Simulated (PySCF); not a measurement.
Species: H5NSSi.
Bonds: N1–Si2, Si2–S3. Hydrogens: H4, H5 on N1; H6, H7 on Si2; H8 on S3.

Torsions of this conformer, `[NH2:1][SiH2:2][SH:3]`: H–N1–Si2–S3 146°, H–N1–Si2–S3 -57°, H–S3–Si2–N1 -53°.

The closed-shell ground state was solved at several levels (PySCF, density fitting, gas phase, non-relativistic). One conformer (not necessarily the lowest) at the PBE0-D3(BJ)/def2-SVP geometry, without solvent, vibrations or thermal averaging.

```
              level  basis functions  HOMO (eV)  LUMO (eV)  gap (eV)  dipole (D)
    B3LYP/def2-TZVP              135      -7.05       0.24      7.29        2.24
BHandHLYP/def2-SVPD              111      -8.44       0.77      9.21        2.25
     B3LYP/pcSseg-2              192      -7.11      -0.09      7.02        2.27
        PBE0/6-31G*               60      -7.17       0.98      8.15        2.76
         PBE0/6-31G               45      -7.20       0.81      8.01        3.10
      PBE0/pcSseg-2              192      -7.35       0.20      7.55        2.31
 PBE0/6-311+G(2d,p)              127      -7.31      -0.13      7.18        2.23
```

What might KT3/pcSseg-2 (192 basis functions) give for the same quantities?

HOMO -6.18 eV, LUMO -0.69 eV, gap 5.49 eV, dipole 2.20 D.

Over all these levels, which gives the widest orbital gap and which the narrowest?

BHandHLYP/def2-SVPD (global hybrid, 50 % exact exchange) has the widest, 9.21 eV, and KT3/pcSseg-2 (GGA) the narrowest, 5.49 eV. Functional and basis both differ between the two, so the spread mixes both effects.

How much does the basis alone move the frontier levels among the 4 PBE0 rows?

The HOMO by 0.18 eV and the LUMO by 1.11 eV. By rising basis size (HOMO, LUMO in eV): 6-31G -7.20, 0.81; 6-31G* -7.17, 0.98; 6-311+G(2d,p) -7.31, -0.13; pcSseg-2 -7.35, 0.20.

In the pcSseg-2 basis, how does the gap go with the fixed share of exact exchange?

KT3 (0 %) 5.49 eV; B3LYP (20 %) 7.02 eV; PBE0 (25 %) 7.55 eV. Each rise in the share widens the gap here.

How far do the dipole and the HOMO energy spread over the levels?

The dipole runs from 2.20 to 3.10 D (mean 2.42 D) and the HOMO from -8.44 to -6.18 eV.
